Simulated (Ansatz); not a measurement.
Breaking a bond: SMILES C=C. The C1–C4 bond (C1 also carries H, H; C4 carries H, H) is stretched with both fragments frozen at the PBE0/def2-TZVP optimised geometry.

Level of theory: restricted CAM-B3LYP/cc-pVTZ (Ansatz, a program for electronic structure).

The batch members p0 to p7 hold the bond at 0.99, 1.06, 1.14, 1.18, 1.26, 1.28, 1.32, 1.37 Å.

Ansatz input:

Ansatz 0.2 input:
```yaml
# input.yaml
basis:
  gaussian: { orbitals: cc-pvtz }
hamiltonian:
  xc: cam_b3lyp
batch:
  members: [p0.yaml, p1.yaml, p2.yaml, p3.yaml, p4.yaml, p5.yaml, p6.yaml, p7.yaml]

# p4.yaml, one of the 8 members of this batch
crystal:
  periodic: [false, false, false]
  atoms:
    - { symbol: C, position_ang: [0.0, 0.0, 0.0] }
    - { symbol: H, position_ang: [0.00001194, -0.92312396, -0.56949777] }
    - { symbol: H, position_ang: [0.0, 0.92301977, -0.56964513] }
    - { symbol: C, position_ang: [0.0, 0.0, 1.26] }
    - { symbol: H, position_ang: [-0.00001169, 0.92312575, 1.82949046] }
    - { symbol: H, position_ang: [0.00000041, -0.92301744, 1.82964463] }
total_charge: 0
magnetization:
  spin_polarized: false
```

Lines of the output on each member:

```
Member 0: Total energy: -2131.17054095 eV, -78.3190728205 hartree
Member 1: Total energy: -2134.33735145 eV, -78.4354509598 hartree
Member 3: Total energy: -2137.11773926 eV, -78.5376283274 hartree
Member 2: Total energy: -2136.47527755 eV, -78.5140182949 hartree
Member 4: Total energy: -2137.79825950 eV, -78.5626369851 hartree
Member 5: Total energy: -2137.86989307 eV, -78.5652694702 hartree
Member 6: Total energy: -2137.92129079 eV, -78.5671583016 hartree
Member 7: Total energy: -2137.84400494 eV, -78.5643180987 hartree
```

The restricted form behind RKS-CAM-B3LYP keeps the bonding electrons paired and can't separate into open-shell fragments.
